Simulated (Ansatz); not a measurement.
**Worked example: correlation energy of HSi–NH₂⁺, doublet**

Geometry: that of the HSi–NH2, singlet, kept fixed.

```xyz
5

Si    0.0000   -0.0811    0.6246
N     0.0000    0.0494   -1.0775
H     0.0000    1.4343    0.8505
H     0.0000    0.9052   -1.6101
H     0.0000   -0.7657   -1.6709
```

Basis cc-pVDZ; Ansatz 0.2.0. Only valence electrons are correlated (noble-gas cores frozen), which leaves 11 electrons in 41 orbitals. Prefix R: restricted or restricted open-shell reference; prefix U: unrestricted.

Full CI isn't at hand for all of this; UCCSDT(Q) serves as the reference, and is uncertain by about the last step of the cluster series.

Runs differ by some tens of microhartree through their thresholds and, for an open shell, their frozen cores, so steps under 0.03 kcal/mol mean nothing.

| level | total energy (hartree) |
| --- | --- |
| UHF | -344.822182 |
| UMP2 | -345.061200 |
| UCCSD | -345.085995 |
| UCCSD(T) | -345.094337 |
| UCCSDT | -345.095321 |
| UCCSDT(Q) | -345.096125 |

Question: What is the correlation energy at UCCSDT(Q), and what share of it do UMP2 and UCCSD(T) recover?

Answer: E(corr) = -345.096125 − (-344.822182) = -0.273943 hartree = -7.454 eV. UMP2: -0.239018 / -0.273943 = 87.25 %. UCCSD(T): -0.272155 / -0.273943 = 99.35 %.

Question: By how many kcal/mol does UCCSD(T) miss UCCSDT(Q) (1 hartree = 627.509 kcal/mol), and which steps make up the rest?

Answer: -345.094337 − (-345.096125) = 0.001788 hartree = 1.12 kcal/mol. Steps: UCCSDT − UCCSD(T) = -0.62, UCCSDT(Q) − UCCSDT = -0.50 kcal/mol. Differences between like states or geometries often cancel part of this.
